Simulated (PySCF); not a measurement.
**Shapes and spin states of PO₂⁺**

These are results of PBE0/[P def2-TZVP, O def2-TZVP], no relativity, density fitting, PySCF, not measurements.

Relaxations began from a few typed shapes and spin states; open shells are unrestricted. The search is not exhaustive: other isomers or separated fragments can lie lower, and high-lying points may rest on an excited occupation.

```csv
spin,group,bonds,angles,imaginary modes (cm⁻¹),ΔE (kJ/mol),ΔE with ZPE (kJ/mol)
singlet,D∞h,P–O 1.430 Å (×2),O–P–O 180.0°,none,0.0,0.0
"singlet (closed shell, unstable to spin polarisation)",C∞v,"O–O 1.229 Å, P–O 1.480 Å",O–O–P 180.0°,none,308.5,307.6
triplet,Cs,"O–O 1.319 Å, P–O 1.569 Å",O–O–P 128.1°,none,370.9,363.7
```

The lowest minimum found is the singlet D∞h: P–O 1.430 Å (×2); O–P–O 180.0°.

Counting electrons, phosphorus keeps none of its valence electrons outside its bonds, so the VSEPR class is AX2 and the expected shape is linear (D∞h), as computed.
